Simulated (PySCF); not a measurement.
Species: (E)-acetaldoxime, C2H5NO.
SMILES with atom numbers: `[CH3:1]/[CH:2]=[N:3]/[OH:4]` (hydrogens: H5, H6, H7 on C1; H8 on C2; H9 on O4)

The same species was optimised twice, with GFN2-xTB and with PBE0-D3(BJ)/def2-SVP (PySCF), and the same property calculations (PySCF, gas phase) were run on both structures.

| coordinate | GFN2-xTB | PBE0-D3(BJ)/def2-SVP | change |
| --- | --- | --- | --- |
| N3–O4 (Å) | 1.395 | 1.370 | -0.025 |
| C1–H7 (Å) | 1.089 | 1.102 | +0.013 |
| C1–H6 (Å) | 1.089 | 1.102 | +0.013 |
| C1–H5 (Å) | 1.086 | 1.098 | +0.012 |
| C2=N3 (Å) | 1.260 | 1.272 | +0.012 |
| C2–H8 (Å) | 1.091 | 1.102 | +0.011 |
| O4–H9 (Å) | 0.967 | 0.963 | -0.004 |
| C1–C2 (Å) | 1.484 | 1.487 | +0.003 |
| C2–N3–O4 (°) | 115.7 | 112.5 | -3.2 |
| N3–C2–H8 (°) | 122.3 | 119.7 | -2.6 |
| C1–C2–H8 (°) | 117.8 | 119.8 | +2.0 |
| C2–C1–H6 (°) | 109.8 | 111.0 | +1.2 |
| C2–C1–H7 (°) | 109.8 | 110.9 | +1.1 |
| N3–O4–H9 (°) | 104.3 | 103.3 | -1.0 |
| H6–C1–H7 (°) | 107.8 | 106.9 | -0.9 |
| H5–C1–H7 (°) | 109.6 | 108.9 | -0.7 |

Rotational constants: A = 47981, B = 4215, C = 3970 MHz (GFN2-xTB) against A = 46868, B = 4281, C = 4021 MHz (PBE0-D3(BJ)/def2-SVP). Point groups within 0.08 Å: Cs and Cs. Atoms that the bonding makes alike are paired by their places after alignment.

On the GFN2-xTB structure: HOMO (eV) -7.39 [PBE0/pcSseg-1]; LUMO (eV) 0.31 [PBE0/pcSseg-1]; dipole (D) 0.69 [PBE0/pcSseg-1]; GIAO shielding of C1 (ppm) 167.2 [PBE0/pcSseg-1]; GIAO shielding of C2 (ppm) 40.9 [PBE0/pcSseg-1]; GIAO shielding of N3 (ppm) -147.0 [PBE0/pcSseg-1]; GIAO shielding of O4 (ppm) 100.6 [PBE0/pcSseg-1].

What do these properties become on the PBE0-D3(BJ)/def2-SVP structure?

```
                                    property          level  on GFN2-xTB  on PBE0-D3(BJ)/def2-SVP  change
                                   HOMO (eV)  PBE0/pcSseg-1        -7.39                    -7.27   +0.12
                                   LUMO (eV)  PBE0/pcSseg-1         0.31                     0.23   -0.08
                                  dipole (D)  PBE0/pcSseg-1         0.69                     0.56   -0.13
energy, GFN2-xTB geometry as zero (kcal/mol)  PBE0/pcSseg-1          0.0                     -0.9    -0.9
                  GIAO shielding of C1 (ppm)  PBE0/pcSseg-1        167.2                    166.4    -0.8
                  GIAO shielding of C2 (ppm)  PBE0/pcSseg-1         40.9                     36.4    -4.5
                  GIAO shielding of N3 (ppm)  PBE0/pcSseg-1       -147.0                   -145.3    +1.7
                  GIAO shielding of O4 (ppm)  PBE0/pcSseg-1        100.6                    110.6   +10.0
```

The heavy atoms differ by 0.029 Å rms after alignment. Among all bonds N3–O4 changes most (-0.025 Å). Changes are differences of the printed values. Neither structure is proved a minimum here.

Conformer computed: `[CH3:1]/[CH:2]=[N:3]/[OH:4]`: H–O4–N3–C2 180°.
